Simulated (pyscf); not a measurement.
Thermochemistry of product channels of F–GeH(F)–F on the singlet surface, in kcal/mol, from CCSD(T)/def2-TZVPP + ΔMP2(QZVPP) energies (ideal gas, 1 atm, RRHO with modes under 100 cm⁻¹ raised to 100, one conformer, R ln 2 for rigid chiral ones). PySCF, gas phase, ωB97X-D3(BJ)/def2-SVP geometries. MP2 and CC: frozen core, UHF for open shells. ΔMP2 is the change of the MP2 total energy from the triple- to the quadruple-zeta basis.

```json
[
 {"products": "fluorine (F–F) + F–GeH: [singlet]", "ΔE": "[?]", "ΔH(298 K)": "+188.4", "ΔG(600 K)": "+165.6", "ΔG(1200 K)": "[?]"},
 {"products": "hydrogen fluoride (HF) + F–Ge:–F [singlet]", "ΔE": "+24.3", "ΔH(298 K)": "+24.2", "ΔG(600 K)": "+2.6", "ΔG(1200 K)": "-18.3"}
]
```

Q: What belongs in the gaps?

A: 
- fluorine (F–F) + F–GeH: [singlet], ΔE: +190.7
- fluorine (F–F) + F–GeH: [singlet], ΔG(1200 K): +143.7

The channel to HF + F–Ge:–F [singlet] turns favourable between 298 and 1200 K (ΔG from +13.5 kcal/mol to -18.3 kcal/mol).

These are energies of the channels, which say nothing of barriers. The CCSD(T) − MP2 part came from Ansatz, without density fitting, on the same reference. The frozen core leaves the outer d or s,p core shells of the metals and heavy elements correlated in the MP2 and CC values, and def2-TZVPP describes them poorly, which can shift differences by a few kcal/mol. Elements up to Kr have no core potential and no relativistic terms here.
